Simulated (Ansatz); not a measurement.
Two structures of CH$_{5}$O, doublet, reached by relaxing down either side of one saddle point (PBE0-D4/def2-TZVP). Energies are electronic, without zero-point energy. Ansatz 0.2.0; basis: def2-TZVPP and def2-QZVPP; cores frozen in the correlated methods; orbitals are unrestricted. Extrapolation: Hartree–Fock as exp(−7.88 √X), correlation as X^−2.97. First:

H1  (-0.400, -1.228, -0.265)
O2  (0.159, -0.734, -0.869)
C3  (0.411, 0.533, -0.308)
H4  (-1.649, -1.229, 1.966)
H5  (0.942, 0.469, 0.650)
H6  (-0.507, 1.116, -0.161)
H7  (1.045, 1.074, -1.011)
(Å)

Second:

```xyz
7
angstrom
H -1.2956 -1.5059 0.6807
O 0.9761 -0.6773 -0.2710
C 0.6568 0.6395 -0.2931
H -1.9854 -1.4925 0.9693
H 1.5258 1.2984 -0.1512
H -0.1671 0.9033 0.3858
H 0.2894 0.8345 -1.3204
```

Task: Which bonds change from the first to the second?

Result: CH₄O ([CH3][OH]) + H → CH₃O ([CH3][O]) + H₂; bonds formed: H1–H4; bonds broken: H1–O2.

Task: Give the saddle point's structure and its height above each. (An estimate is asked for; the value comes from the calculation.)

Result: By the calculation: 67.4 kJ/mol above the first and 52.3 kJ/mol above the second (CCSD(T) at an estimated basis limit (MP2 extrapolated from triple and quadruple zeta, plus CCSD(T) − MP2 in triple zeta)).
H1  (-0.739, -1.155, 0.398)
O2  (-0.035, -0.760, -0.545)
C3  (0.391, 0.534, -0.271)
H4  (-1.210, -1.291, 1.132)
H5  (1.025, 0.599, 0.620)
H6  (-0.435, 1.252, -0.197)
H7  (1.003, 0.821, -1.137)
(Å)

No T1 diagnostic of these runs exceeds 0.023. ⟨S²⟩ of the unrestricted Hartree–Fock references: 0.75 to 0.79 (a pure state has 0.75).

Labels in which every atom is bracketed show which atoms are joined, not bond orders.

For scale, one of the runs: CCSD(T)/def2-TZVPP, 132 basis functions (an equivalent command: `ansatz run in.yaml --threads 2`). Hardware: 2 CPU threads, shared host. Wall time 28 s; peak host memory 1.6 GiB.
